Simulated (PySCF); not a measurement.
Does the answer move with the share of exact exchange?

Compound: s-BuOMe, C₅H₁₂O.
Numbering: `[CH3:1][CH2:2][C@H:3]([CH3:4])[O:5][CH3:6]` (hydrogens: H7, H8, H9 on C1; H10, H11 on C2; H12 on C3; H13, H14, H15 on C4; H16, H17, H18 on C6)

Torsions of this conformer, `[CH3:1][CH2:2][C@H:3]([CH3:4])[O:5][CH3:6]`: C1–C2–C3–C4 -177°, C2–C3–O5–C6 -161°.

PySCF, pcSseg-1 basis, density fitting, gas phase, PBE0-D3(BJ)/def2-SVP geometry. One functional is left out:

```csv
functional,exact exchange (%),HOMO energy (eV),LUMO energy (eV),dipole moment (D)
B97-D,0,-5.74,0.82,1.110
BLYP,0,-5.61,0.68,1.090
BP86,0,-5.81,0.73,1.103
LDA,0,-5.82,0.45,1.139
OPBE,0,-5.66,0.97,1.098
PBE,0,-5.70,0.66,1.088
B3LYP,20,-7.04,1.18,1.182
PBE0,25,-7.28,1.51,1.197
```

Q: Predict the row of mPW1PW91 (25 % exact exchange) by straight lines through the other rows, and check it.

A: 
```
         property   line  computed  computed − line  PBE0 (25 %), for comparison
 HOMO energy (eV)  -7.31     -7.32            -0.01                        -7.28
 LUMO energy (eV)   1.43      1.55            +0.12                         1.51
dipole moment (D)  1.199     1.211           +0.012                        1.197
```

Q: Which of these properties follows the share of exact exchange most closely, and which least?

A: Most closely the HOMO energy, least the LUMO energy; the correlations over the tabulated rows are HOMO energy -0.994, dipole moment 0.928, LUMO energy 0.888. The HOMO energy moves by -0.636 eV for every 10 %. Functionals with the same share still differ in their other parts: at 0 % BLYP and LDA differ by 0.21 eV in it.
